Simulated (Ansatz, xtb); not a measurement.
**Isomers of CH2FS in order of energy**

3 gas-phase structures of CH2FS, found in a search over its isomers (lower ones may exist). Each was relaxed with GFN2-xTB; where two conformers were screened, the lower at r2SCAN-D4/def2-SVP is listed:

A. `FC[S]`, a doublet
B. `F[CH]S`, a doublet
C. `[CH2]SF`, a doublet

**Question.** Make a reasoned guess at their ranking by r2SCAN-D4/def2-SVP single-point energy.

**Answer.** Calculated order at r2SCAN-D4/def2-SVP: A (0.0), B (9.8), C (21.5) kcal/mol.

Energies above the lowest of each column, in kcal/mol; the last columns are at r2SCAN-D4/def2-TZVP geometries and were run for some of them only (a dash: not run or not comparable):

| structure | GFN2-xTB | HF/STO-3G | r2SCAN-D4/def2-SVP | r2SCAN-D4/def2-TZVP | CCSD(T)/def2-TZVP |
| --- | --- | --- | --- | --- | --- |
| A | 0.0 | 0.0 | 0.0 | 0.0 | 0.0 |
| B | 17.6 | 18.6 | 9.8 | 9.4 | 13.3 |
| C | 18.3 | 45.2 | 21.5 | – | – |

Every level run on A puts it lowest or level with the lowest. Flexible structures stand in one conformer each, not always the lowest. Frequencies (r2SCAN-D4/def2-TZVP) were run for A, B alone. Open shells are spin-unrestricted, some with notable spin contamination.

Programs: Ansatz 0.2.0, xtb 6.7.1.
